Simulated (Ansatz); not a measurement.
A calculation with Ansatz (development build ahead of 0.2.0).

```yaml
crystal:
  periodic: [false, false, false]
  atoms:
    - { symbol: Na, position_ang: [0.0, 0.0, 0.0] }
    - { symbol: O, position_ang: [0.0, 0.0, 1.9494] }
basis:
  gaussian: { orbitals: def2-SVP }
magnetization:
  spin_polarized: true
  initial_magnetization: 1
hamiltonian:
  xc: hf
correlation:
  method: mp2
  frozen_orbitals: { Na: 1, O: 1 }
```

The input is written out in the form of the current development build from the run's settings.

Output:

- Converged: yes
- Reference energy: -236.53874 hartree
- Correlation energy: -0.15248 hartree
- Total energy: -236.69122 hartree
- Spin squared of the determinant: 0.758
- Stability test: minimum
- Occupied orbitals by symmetry in an Abelian subgroup (alpha; beta): 6 A1 2 B1 2 B2; 6 A1 2 B1 1 B2

Messages of the program:
```
mean field -6436.54690242 eV, -236.5387358157 hartree, gradient 6.2e-6 eV, S^2 0.757761; 13 other ends of a descent, 0 dependent functions left out
```
